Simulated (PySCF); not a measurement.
**Single point on SiH⁻**

State: ³Σ⁻ (triplet), unpaired electrons π ↑↑.

An equivalent input (the run itself took its basis sets from the Basis Set Exchange, started from a PBE0 density and held the occupation σ 5α 5β, πx 2α 1β, πy 2α 1β):

```python
from pyscf import gto, dft
mol = gto.M(atom='Si 0 0 0; H 0 0 1.565', basis={'Si': 'aug-pcseg-1', 'H': 'aug-pcseg-1'},
            charge=-1, spin=2, verbose=4, symmetry='C2v')
mf = dft.UKS(mol, xc='PBE0')
mf.grids.atom_grid = (80, 434)
mf.grids.prune = dft.gen_grid.treutler_prune
mf.irrep_nelec = {'A1': (5, 5), 'B1': (2, 1), 'B2': (2, 1)}
mf.conv_tol = 1e-9
mf.max_cycle = 60
mf.diis_space = 10
mf.kernel()
```

The log (some set-up lines and the per-cycle HOMO/LUMO lines removed):

```
******** <class 'pyscf.dft.uks_symm.SymAdaptedUKS'> ********
method = SymAdaptedUKS
damping factor = 0
level_shift factor = 0
DIIS = <class 'pyscf.scf.diis.CDIIS'>
diis_start_cycle = 1
diis_space = 10
diis_damp = 0
SCF conv_tol = 1e-09
SCF conv_tol_grad = None
SCF max_cycles = 60
number electrons alpha = 9  beta = 7
Set gradient conv threshold to 3.16228e-05
init E= -289.892832565029
cycle= 1 E= -289.895678497426  delta_E= -0.00285  |g|= 0.0049  |ddm|= 0.0396
cycle= 2 E= -289.895693423562  delta_E= -1.49e-05  |g|= 0.00371  |ddm|= 0.0253
cycle= 3 E= -289.895709309073  delta_E= -1.59e-05  |g|= 0.000213  |ddm|= 0.0112
cycle= 4 E= -289.895709368506  delta_E= -5.94e-08  |g|= 8.5e-05  |ddm|= 0.00086
cycle= 5 E= -289.895709381295  delta_E= -1.28e-08  |g|= 1.13e-05  |ddm|= 0.000449
cycle= 6 E= -289.895709381788  delta_E= -4.92e-10  |g|= 3.96e-06  |ddm|= 0.000103
Extra cycle  E= -289.895709381839  delta_E= -5.09e-11  |g|= 1.91e-06  |ddm|= 2.44e-05
converged SCF energy = -289.895709381839  <S^2> = 2.0080228  2S+1 = 3.0053438
```

Repeating this along the bond gives Re = 1.564 Å and ωe = 1858 cm⁻¹.

A point of this curve took 0.49 CPU seconds beside 0.025 for the integrals (shared host).

The highest Kohn–Sham level is positive in this anion. Much of that is self-interaction error, but it also means that the finite basis helps to hold the extra electron. The state is the lowest determinant that a PBE0 search found; another state may lie lower at other levels.
